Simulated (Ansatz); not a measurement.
System: fluorite CdF₂. Method: HSE06 in Ansatz (plane waves, PAW).

Numerical settings: plane-wave cutoff 460 eV, 8×8×8 k mesh, Fermi–Dirac smearing 0.01 eV, scalar-relativistic PAW data made under PBE.

The cell is scaled about its equilibrium volume:

```json
[
 {"V (Å³/atom)": "12.569", "P (GPa)": "6.20", "direct gap at Γ (eV)": "5.887", "smallest gap on the k mesh (eV)": "5.354"},
 {"V (Å³/atom)": "12.900", "P (GPa)": "2.96", "direct gap at Γ (eV)": "5.820", "smallest gap on the k mesh (eV)": "5.249"},
 {"V (Å³/atom)": "13.230", "P (GPa)": "0.16", "direct gap at Γ (eV)": "5.752", "smallest gap on the k mesh (eV)": "5.148"},
 {"V (Å³/atom)": "13.448", "P (GPa)": "-1.48", "direct gap at Γ (eV)": "5.707", "smallest gap on the k mesh (eV)": "5.082"},
 {"V (Å³/atom)": "13.892", "P (GPa)": "-4.37", "direct gap at Γ (eV)": "5.613", "smallest gap on the k mesh (eV)": "4.953"}
]
```

The fundamental gap (5.14 eV at the equilibrium volume, on the SCF mesh) lies elsewhere than Γ–Γ.

Measured, for comparison: band gap 7.8 eV (temperature not stated, no zero-point or thermal correction, indirect W–Γ; as tabulated in Cappellini et al. (2013), arXiv:1302.2571).

Spin–orbit coupling is not included.

Ansatz is an electronic-structure program.
